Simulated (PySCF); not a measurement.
Dissociation curve of S2, triplet.

Levels of theory: CASSCF(12,8)/cc-pVDZ (PySCF); UKS-B3LYP/6-31G* = unrestricted B3LYP/6-31G*, spherical d (PySCF 2.14.0); ROHF/cc-pVDZ (PySCF).

Energies are in kJ/mol, each relative to the lowest point of its own curve near equilibrium.

```json
[
 {"R / Å": "1.53", "CASSCF(12,8)": "502.4", "UKS-B3LYP/6-31G*": "447.8", "ROHF": "435.3"},
 {"R / Å": "1.62", "CASSCF(12,8)": "260.4", "UKS-B3LYP/6-31G*": "224.8", "ROHF": "205.8"},
 {"R / Å": "1.68", "CASSCF(12,8)": "156.1", "UKS-B3LYP/6-31G*": "130.0", "ROHF": "110.9"},
 {"R / Å": "1.78", "CASSCF(12,8)": "52.2", "UKS-B3LYP/6-31G*": "38.3", "ROHF": "24.6"},
 {"R / Å": "1.84", "CASSCF(12,8)": "20.1", "UKS-B3LYP/6-31G*": "11.9", "ROHF": "4.1"},
 {"R / Å": "1.89", "CASSCF(12,8)": "5.7", "UKS-B3LYP/6-31G*": "1.8", "ROHF": "0.0"},
 {"R / Å": "1.94", "CASSCF(12,8)": "0.0", "UKS-B3LYP/6-31G*": "0.0", "ROHF": "5.0"},
 {"R / Å": "2.00", "CASSCF(12,8)": "2.0", "UKS-B3LYP/6-31G*": "6.4", "ROHF": "20.4"},
 {"R / Å": "2.08", "CASSCF(12,8)": "15.3", "UKS-B3LYP/6-31G*": "25.5", "ROHF": "52.6"},
 {"R / Å": "2.16", "CASSCF(12,8)": "36.8", "UKS-B3LYP/6-31G*": "52.6", "ROHF": "93.7"},
 {"R / Å": "2.35", "CASSCF(12,8)": "102.4", "UKS-B3LYP/6-31G*": "132.8", "ROHF": "208.7"}
]
```

At the longest distance, 2.35 Å, ROHF lies highest above its minimum (208.7 kJ/mol) and CASSCF(12,8) lowest (102.4 kJ/mol).

The scan ran from 1.53 to 7.49 Å; beyond the distances shown one of the unrestricted levels run for this scan, shown here or not, changes its spin distribution in one step.
